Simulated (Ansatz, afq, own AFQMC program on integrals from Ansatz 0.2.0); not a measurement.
Where AFQMC and coupled cluster stand for AlNH, quartet

```yaml
atoms:
  - { symbol: Al, position_ang: [0.0000, -0.0920, 0.5427] }
  - { symbol: N, position_ang: [0.0000, 0.0945, -1.1337] }
  - { symbol: H, position_ang: [0.0000, 1.1494, 1.2261] }
```

Connectivity, by distances: AlH–N.

Basis cc-pVDZ. Noble-gas cores (and the filled d shells of Ga–Kr and In–Xe) are frozen. AFQMC by an in-house program on the Cholesky factors that Ansatz 0.2.0 writes for its CCSD(T) run. The CISD trial takes its coefficients from CCSD amplitudes. Released means that phaseless walkers are propagated on without the constraint, phases kept. Free projection: walkers drawn from exp(T), propagated without any constraint. Its projection time is finite, and what remains of the start isn't in its error. Error bars are statistical, one sigma.

Determinant: UHF, the one that the program's search chose, which needn't be the lowest solution. The geometry is a point of a scan.

No full CI on the walks' own integrals is used here; CCSDT(Q) serves as the reference and is uncertain by about the last step of the cluster series.

Cautions: lower spins were not checked.

The T1 diagnostic is 0.0262, the weight of the determinant in the CISD state is 0.915 and the ⟨S²⟩ of the determinant is 3.761. The size of the correlated space is 9 electrons in 31 orbitals.

```csv
level,correlation energy (eV)
MP2,-3.7670
CCSD,-4.5464
CCSD(T),-4.6342
```

Question: Estimate where AFQMC with the constraint released lies against CCSD(T) on the same integrals.

Answer: 2.7 ± 1.4 kJ/mol below CCSD(T). The gap is under twice the noise, so this walk alone can't tell the two apart.

Reference: CCSDT(Q), correlation energy -4.663 eV. The released energy is read at 2.40 1/Eh (meV from the phaseless value at times in 1/Eh: -1 ± 6 at 0.24, -23 ± 9 at 0.51, -8 ± 12 at 0.99, -47 ± 17 at 1.62, -25 ± 15 at 2.40).

```csv
level,E − E(reference) (kJ/mol),share of correlation (%)
CCSD(T),2.8,99.38
CCSDT,0.6,99.86
ph-AFQMC/HF,3.8 ± 2.7,99.15
ph-AFQMC/CISD,2.5 ± 0.7,99.44
released AFQMC,0.1 ± 1.4,99.98
free AFQMC,0.1 ± 1.3,99.97
```

Free projections are given only where their last times agree within the noise and don't stop above the reference; a slow remainder of the start can still hide under it. A walk keeps the symmetry of its determinant, which the program's search chose and which needn't be the lowest solution, so a lower state of the same spin and another symmetry isn't excluded. Released energies are given only where the last usable release times agree within the noise; a slower fall can still hide under it.
